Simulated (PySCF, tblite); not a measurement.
**C3H7FO2: infrared bands, NMR shifts and spin-spin couplings**

What infrared bands, NMR shifts and spin-spin couplings should C3H7FO2 (`COC(F)OC`) show?

The runs use tblite 0.8.0 and PySCF 2.14.0, with density-fitted response routines of our own; the level of theory stands in each step. All values are computed, except where a source is named. Atoms are numbered from 0 throughout.

### Step 1. The molecule as given

13 atoms, charge 0, multiplicity 1; geometry from: GFN2-xTB.

Bonds of the start (Å): C0–O1 1.42, O1–C2 1.36, C2–F3 1.37, C2–O4 1.37, O4–C5 1.42, C0–H6 1.10, C0–H7 1.09, C0–H8 1.09, C2–H9 1.12, C5–H10 1.10, C5–H11 1.09, C5–H12 1.09.

### Step 2. Vibrational analysis with GFN2-xTB

What the job is given:

```
{"job": {"kind": "ir", "xc": "GFN2-xTB", "basis": "xTB"}, "charge": 0, "multiplicity": 1}
C      1.977035     0.737961     0.178747
O      1.201263     0.271692    -0.909752
C      0.082076    -0.410028    -0.534532
F     -0.451568    -0.932216    -1.682365
O     -0.821346     0.417176     0.075529
C     -1.991290    -0.229417     0.541569
H      2.305770    -0.100167     0.803567
H      1.411040     1.447956     0.786294
H      2.838115     1.230156    -0.265433
H      0.317382    -1.294652     0.109650
H     -1.735808    -1.040371     1.232580
H     -2.565040     0.534697     1.059361
H     -2.572016    -0.632300    -0.291535
```

**Question.** This job is followed by: GIAO PBE0/pcSseg-1 NMR shielding, non-relativistic, gas phase; B3LYP/pcJ-1 indirect spin-spin coupling, non-relativistic, gas phase. What will the session give for the following? strongest single infrared mode (GFN2-xTB); zero-point energy (GFN2-xTB); ¹³C shifts against TMS (PBE0/pcSseg-1, means over atoms taken as alike); ¹H shifts against TMS (PBE0/pcSseg-1, means over atoms taken as alike); ¹⁷O shifts against H2O (PBE0/pcSseg-1, means over atoms taken as alike); ¹⁹F shifts against CFCl3 (PBE0/pcSseg-1); largest coupling of the table (B3LYP/pcJ-1).

**Answer**, as computed:

| quantity | value |
| --- | --- |
| strongest single infrared mode (GFN2-xTB) | 1005 cm⁻¹, 163 km/mol |
| zero-point energy (GFN2-xTB) | 63.4 kcal/mol |
| ¹³C shifts against TMS (PBE0/pcSseg-1, means over atoms taken as alike) | 125.9, 55.4 ppm |
| ¹H shifts against TMS (PBE0/pcSseg-1, means over atoms taken as alike) | 5.65, 3.62 ppm |
| ¹⁷O shifts against H2O (PBE0/pcSseg-1, means over atoms taken as alike) | 84.6 ppm |
| ¹⁹F shifts against CFCl3 (PBE0/pcSseg-1) | -117.1 ppm |
| largest coupling of the table (B3LYP/pcJ-1) | ¹J(C,F) C2–F3, -289.1 Hz |

In words: All 33 modes are real, so the xTB geometry is a minimum. The strongest single mode, at 1005 cm⁻¹, moves mainly C2. Unscaled tight-binding wavenumbers are off by several per cent, some by more. Its intensities can rank the bands wrongly. H9 (hydrogen on an sp3 carbon bearing two oxygens) lies farthest downfield among hydrogen, at 5.65 ppm; its carbon carries F and O, hence the downfield position. At PBE0/pcSseg-1: Shielding is most anisotropic at F3 (span 142 ppm, paramagnetic term -186 ppm). Of the pairs tabulated at B3LYP/pcJ-1, C2–F3 couples most strongly (-289.1 Hz; Fermi contact -289.7 Hz). Couplings across rotatable bonds belong to this one conformer; where others are populated, the observed values are averages.
